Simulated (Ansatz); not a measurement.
`F[SiH2]Cl` + H₂S → `S[SiH2]Cl` + H–F at 700 K and 1 bar (ligand exchange at the Si–F bond).

Program: Ansatz. Geometries: PBE0-D4/def2-TZVP. ΔE: electronic, gas phase. CCSD(T)/CBS adds triple-zeta CCSD(T) − MP2 to the extrapolated MP2 energy (def2 sets, frozen cores). This one scheme is used for every species. One conformer a species, not always the lowest.

| species | CCSD(T)/CBS energy (Eh) | H − E (kJ/mol) | S (J/(mol·K)) |
| --- | --- | --- | --- |
| `F[SiH2]Cl` | -849.96195 | 99.5 | 342.2 |
| H₂S | -398.97279 | 64.8 | 236.9 |
| `S[SiH2]Cl` | -1148.50980 | 126.8 | 380.7 |
| H–F | -100.39570 | 45.2 | 198.5 |

H − E and S are ideal-gas, rigid-rotor, harmonic terms from PBE0-D4/def2-TZVP, for one conformer and one mirror image of each species. 1 Eh = 2625.50 kJ/mol, R = 8.31446 J/(mol·K).

By hand: ΔE, ΔH, ΔS and ΔG.

ΔE = (-1148.50980) + (-100.39570) − (-849.96195) − (-398.97279) = 0.02924 Eh = 76.8 kJ/mol. Δ(H − E) = 126.8 + 45.2 − 99.5 − 64.8 = 7.7, so ΔH = 84.5 kJ/mol. ΔS = 380.7 + 198.5 − 342.2 − 236.9 = 0.1 J/(mol·K). ΔG = 84.5 − 700 × (0.1)/1000 = 84.4 kJ/mol.

By hand: the equilibrium constant, and the temperature at which ΔG would vanish if ΔH and ΔS stayed fixed.

log₁₀ K = −ΔG/(RT ln 10) = -6.3. ΔG = 0 at ΔH/ΔS = 845000 K, far beyond where these terms or the molecules hold.

The number of gas molecules stays the same, so ΔS is small and ΔH decides. A doubt of 5 kJ/mol in ΔE shifts log₁₀ K by 0.4 here. Other conformers and mirror images would add mixing entropy, several J/(mol·K) or more a flexible species. These are equilibria of isolated gas molecules and say nothing of rates. Largest T1 diagnostic: 0.010 (customary marks: 0.02 for closed shells, 0.045 for open ones).
